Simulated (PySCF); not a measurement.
# A search over the determinants of NaF

Unrestricted PBE0; PySCF, no relativity, basis sets Na def2-TZVP, F def2-TZVP. Outer shells of the fragments: Na 3s1; F 2s2 2p5.

Followed along the bond (rough minima from three points):

| 2Ms+1 | unpaired | ⟨S²⟩ at the start | R at minimum (Å) | Te (eV) |
| --- | --- | --- | --- | --- |
| 1 | none | 0.00 | 1.93 | 0.00 |
| 3 | σ ↑, π ↑ | 2.00 | none in the scan | ≤ 4.70 |

Solutions found at the starting distance of 2.190 Å, counted from the lowest of them; the search is not exhaustive and high or unbound solutions are not listed, so other states can lie among these:

```tsv
2Ms+1	unpaired	term	E (eV)	⟨S²⟩	⟨Lz²⟩	μ (D)
1	none	¹Σ⁺	0.00	0.00	0.00	-8.95
3	σ ↑, π ↑	³Π	4.53	2.00	1.00	1.82
1	σ ↓, π ↑	mixed	4.55	1.00	1.00	1.99
3	σ ↑↑	³Σ⁺	4.75	2.00	0.00	1.92
3	π ↑↑	mixed	6.19	2.00	2.00	0.37
3	π ↑↑	mixed	6.25	2.00	2.00	0.51
3	σ ↑, π ↑	³Π	6.51	2.00	1.00	0.50
```

A term symbol is given only where ⟨S²⟩ and ⟨Lz²⟩ are close to those of a pure state; real π, δ and φ orbitals otherwise mix terms. A positive dipole means Na(−)F(+).

Counting both spins, an empty level lies below a filled one in some of these solutions, because spin and occupation are held.
